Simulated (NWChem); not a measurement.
# acetylene (C2H2); SMILES C#C

Program: NWChem. The geometry was optimised at B3LYP/6-31G* (spherical d). Gas-phase geometry, NWChem's default radii.

COSMO at PBE0/def2-SVP gives an electrostatic solvation energy of -0.96 kcal/mol for ε = 1.5. Its surface charges are scaled by f = (ε − 1)/ε.

Question: Estimate the value for ε = 37.5 from the scaling alone and compare it with a run.

Answer: 
1. f = 0.3333 and 0.9733; their ratio is 2.920.
2. With a rigid solute density the energy is proportional to f: -0.96 × 2.920 = -2.80 kcal/mol.
3. The run gives -2.97 kcal/mol, 0.17 lower; the difference is the response of the solute's density to the stronger field.
